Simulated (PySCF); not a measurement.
Record of a relaxation.

Species: ethyl formate, C₃H₆O₂.
Atom-mapped SMILES: `[CH3:1][CH2:2][O:3][CH:4]=[O:5]` (hydrogens: H6, H7, H8 on C1; H9, H10 on C2; H11 on C4)

Computed by this run: PySCF 2.14.0, PBE0-D3(BJ)/def2-TZVP geometry optimisation, gas phase; density fitting, grid level 2; the optimiser is geomeTRIC in internal coordinates, started from a GFN2-xTB structure with every atom displaced at random (about 0.01 Å). The frame can shift and turn from step to step; on so coarse a grid that alone can change the energy by a few meV, and forces under 0.02 eV/Å are noise.

Step 0: E = -7297.7936 eV, largest atomic force 2.939 eV/Å
```
atom  x, y, z in Å  |  force x, y, z in eV/Å
C1     -1.252    0.223   -0.472   -0.452   1.418   0.011
C2     -0.359    0.058    0.720   -0.078  -0.179   0.497
O3      0.944    0.555    0.438    1.095   0.097  -0.149
C4      1.832   -0.258   -0.169   -2.521  -1.507   0.119
O5      1.584   -1.393   -0.518    0.598   1.200   0.337
H6     -1.305    1.300   -0.769    0.074  -0.753   0.208
H7     -2.267   -0.080   -0.219   -0.105  -0.156  -0.040
H8     -0.902   -0.337   -1.322    0.139  -0.362  -0.291
H9     -0.704    0.646    1.599    0.169  -0.366  -0.592
H10    -0.284   -1.000    0.997    0.007   0.117   0.049
H11     2.751    0.260   -0.301    1.073   0.491  -0.149
```

Step 1: E = -7297.8582 eV, largest atomic force 1.124 eV/Å
```
atom  x, y, z in Å  |  force x, y, z in eV/Å
C1     -1.293    0.217   -0.512   -0.001   0.225  -0.013
C2     -0.371    0.054    0.669   -0.021  -0.048   0.062
O3      0.925    0.599    0.367   -0.261  -0.021  -0.066
C4      1.841   -0.245   -0.092    0.893   0.645   0.221
O5      1.762   -1.428   -0.199   -0.334  -0.419  -0.140
H6     -1.366    1.276   -0.785    0.013  -0.108  -0.026
H7     -2.296   -0.126   -0.253   -0.015  -0.080  -0.013
H8     -0.938   -0.343   -1.379   -0.016  -0.042   0.029
H9     -0.733    0.629    1.524    0.067  -0.019  -0.002
H10    -0.255   -0.991    0.960   -0.020   0.030  -0.028
H11     2.763    0.335   -0.316   -0.306  -0.162  -0.025
```

Step 2: E = -7297.7857 eV, largest atomic force 1.503 eV/Å
```
atom  x, y, z in Å  |  force x, y, z in eV/Å
C1     -1.270    0.202   -0.514    0.004   0.039  -0.006
C2     -0.362    0.062    0.682    0.061   0.007   0.004
O3      0.934    0.620    0.401    0.411   0.888   0.378
C4      1.855   -0.217   -0.066   -1.451  -0.117  -0.373
O5      1.575   -1.359   -0.282    1.100  -0.709  -0.266
H6     -1.357    1.249   -0.810    0.004  -0.005  -0.004
H7     -2.269   -0.164   -0.267    0.004  -0.027   0.001
H8     -0.891   -0.371   -1.362   -0.004  -0.026   0.021
H9     -0.734    0.633    1.534    0.024   0.048  -0.016
H10    -0.239   -0.981    0.975   -0.036   0.040  -0.016
H11     2.799    0.301   -0.307   -0.116  -0.138   0.278
```

Step 3: E = -7297.8463 eV, largest atomic force 0.774 eV/Å
```
atom  x, y, z in Å  |  force x, y, z in eV/Å
C1     -1.284    0.212   -0.514    0.008   0.116   0.006
C2     -0.364    0.056    0.671    0.033  -0.019   0.052
O3      0.930    0.613    0.381    0.139   0.569  -0.008
C4      1.851   -0.224   -0.085   -0.583  -0.134   0.269
O5      1.659   -1.398   -0.204    0.580  -0.373  -0.350
H6     -1.369    1.265   -0.792    0.009  -0.023  -0.023
H7     -2.283   -0.148   -0.261    0.010  -0.056  -0.008
H8     -0.916   -0.347   -1.376   -0.013  -0.040   0.021
H9     -0.729    0.621    1.529    0.033   0.025  -0.006
H10    -0.241   -0.990    0.955   -0.024   0.037  -0.016
H11     2.786    0.315   -0.321   -0.192  -0.101   0.063
```

Step 4: E = -7297.8730 eV, largest atomic force 0.195 eV/Å
```
atom  x, y, z in Å  |  force x, y, z in eV/Å
C1     -1.287    0.215   -0.513    0.001   0.093   0.015
C2     -0.368    0.059    0.673    0.010  -0.014   0.032
O3      0.928    0.609    0.382    0.065   0.131  -0.039
C4      1.847   -0.234   -0.083   -0.164  -0.074   0.074
O5      1.702   -1.413   -0.228    0.144   0.006  -0.103
H6     -1.368    1.266   -0.797    0.010  -0.008  -0.021
H7     -2.287   -0.141   -0.258    0.013  -0.050  -0.010
H8     -0.921   -0.351   -1.371   -0.012  -0.038   0.017
H9     -0.728    0.629    1.530    0.014   0.010   0.000
H10    -0.251   -0.986    0.960   -0.008   0.000  -0.009
H11     2.771    0.323   -0.312   -0.074  -0.054   0.044
```

Step 5: E = -7297.8784 eV, largest atomic force 0.059 eV/Å
```
atom  x, y, z in Å  |  force x, y, z in eV/Å
C1     -1.282    0.211   -0.511   -0.015   0.022   0.009
C2     -0.368    0.068    0.680   -0.013   0.010  -0.013
O3      0.930    0.613    0.389    0.040  -0.003   0.037
C4      1.839   -0.233   -0.088   -0.051  -0.012  -0.027
O5      1.684   -1.402   -0.291    0.013   0.014  -0.007
H6     -1.365    1.257   -0.812    0.007  -0.002  -0.002
H7     -2.281   -0.149   -0.256    0.003  -0.018  -0.008
H8     -0.912   -0.369   -1.357   -0.006  -0.018   0.007
H9     -0.727    0.643    1.533    0.001   0.010  -0.007
H10    -0.254   -0.977    0.971    0.001  -0.005   0.002
H11     2.774    0.314   -0.274    0.020   0.002   0.009
```

Step 6: E = -7297.8799 eV, largest atomic force 0.053 eV/Å
```
atom  x, y, z in Å  |  force x, y, z in eV/Å
C1     -1.277    0.207   -0.509   -0.002  -0.014  -0.006
C2     -0.368    0.074    0.687   -0.007   0.002  -0.033
O3      0.934    0.614    0.403    0.016  -0.022   0.045
C4      1.833   -0.230   -0.097   -0.003  -0.001   0.000
O5      1.664   -1.389   -0.343   -0.024   0.011   0.003
H6     -1.358    1.249   -0.824    0.001   0.002   0.002
H7     -2.277   -0.154   -0.256    0.001   0.003   0.003
H8     -0.903   -0.386   -1.345   -0.002  -0.001   0.001
H9     -0.730    0.655    1.535   -0.001   0.008  -0.009
H10    -0.258   -0.970    0.984    0.006  -0.003   0.012
H11     2.780    0.307   -0.249    0.015   0.015  -0.017
```

Step 7: E = -7297.8807 eV, largest atomic force 0.134 eV/Å
```
atom  x, y, z in Å  |  force x, y, z in eV/Å
C1     -1.265    0.200   -0.509    0.011  -0.045  -0.018
C2     -0.369    0.079    0.699   -0.003  -0.003  -0.032
O3      0.939    0.612    0.430    0.015  -0.031   0.076
C4      1.823   -0.226   -0.103   -0.021   0.047  -0.123
O5      1.628   -1.367   -0.407   -0.006  -0.019   0.055
H6     -1.340    1.237   -0.839   -0.005   0.006   0.006
H7     -2.267   -0.159   -0.262   -0.003   0.021   0.010
H8     -0.884   -0.408   -1.331    0.001   0.015  -0.002
H9     -0.738    0.669    1.537   -0.009   0.003  -0.007
H10    -0.266   -0.963    1.006    0.003   0.004   0.018
H11     2.779    0.300   -0.239    0.018   0.001   0.018
```

Step 8: E = -7297.8817 eV, largest atomic force 0.065 eV/Å
```
atom  x, y, z in Å  |  force x, y, z in eV/Å
C1     -1.257    0.196   -0.509    0.010  -0.039  -0.015
C2     -0.370    0.079    0.705   -0.001  -0.003  -0.017
O3      0.942    0.610    0.448   -0.017  -0.017   0.018
C4      1.814   -0.221   -0.114    0.061   0.022   0.009
O5      1.611   -1.357   -0.430   -0.023  -0.015   0.002
H6     -1.327    1.232   -0.845   -0.006   0.003   0.006
H7     -2.261   -0.158   -0.266   -0.006   0.021   0.007
H8     -0.873   -0.417   -1.325    0.001   0.016  -0.002
H9     -0.744    0.675    1.538   -0.010   0.000  -0.003
H10    -0.271   -0.961    1.020    0.000   0.009   0.013
H11     2.775    0.298   -0.239   -0.009   0.003  -0.019
```

Step 9: E = -7297.8821 eV, largest atomic force under 0.02 eV/Å
```
atom  x, y, z in Å  |  force x, y, z in eV/Å
C1     -1.256    0.196   -0.510    0.007  -0.014  -0.005
C2     -0.371    0.077    0.706    0.009  -0.002  -0.006
O3      0.942    0.607    0.451   -0.009   0.004   0.000
C4      1.815   -0.221   -0.113    0.012   0.000   0.015
O5      1.616   -1.361   -0.421   -0.006  -0.003  -0.006
H6     -1.323    1.233   -0.843   -0.002   0.001   0.001
H7     -2.262   -0.153   -0.267   -0.002   0.007   0.002
H8     -0.872   -0.416   -1.328    0.001   0.003  -0.001
H9     -0.748    0.673    1.537    0.000   0.001   0.000
H10    -0.273   -0.963    1.023    0.000   0.002   0.004
H11     2.772    0.304   -0.252   -0.009   0.000  -0.005
```

Problem. Summarise the path.

Solution. The energy falls by 8.54 kJ/mol from step 0 to step 9; nine tenths of that is first reached at step 5. It rises by more than 0.2 meV at step 2. The largest force goes from 2.939 to under 0.02 eV/Å. Among the bonds C4–H11 changes most, from 1.064 to 1.100 Å; the atoms move by 0.020 Å rms after alignment.

Problem. Follow the three bonds and two angles with the largest change from start to end.

Solution. 
```csv
step,E above end (kJ/mol),largest force (eV/Å),C4–H11 (Å),C1–H6 (Å),C2–H9 (Å),O3–C4–O5 (°),C2–O3–C4 (°)
0,8.54,2.939,1.064,1.119,1.112,124.0,118.8
1,2.30,1.124,1.113,1.095,1.091,128.1,117.0
2,9.30,1.503,1.104,1.092,1.090,120.2,116.7
3,3.45,0.774,1.105,1.092,1.091,122.9,116.8
4,0.87,0.195,1.102,1.092,1.090,125.6,116.9
5,0.35,0.059,1.099,1.092,1.090,126.4,116.6
6,0.20,0.053,1.099,1.091,1.090,126.6,116.6
7,0.13,0.134,1.100,1.091,1.090,126.5,116.5
8,0.04,0.065,1.100,1.091,1.090,126.5,116.3
9,0.00,under 0.02,1.100,1.091,1.090,126.4,116.4
```

The cost below is that of the whole optimisation. On an Arm Neoverse V1 with one thread, no GPU, shared host, this took 1.9 min of wall time and 0.85 GiB of memory at its peak.
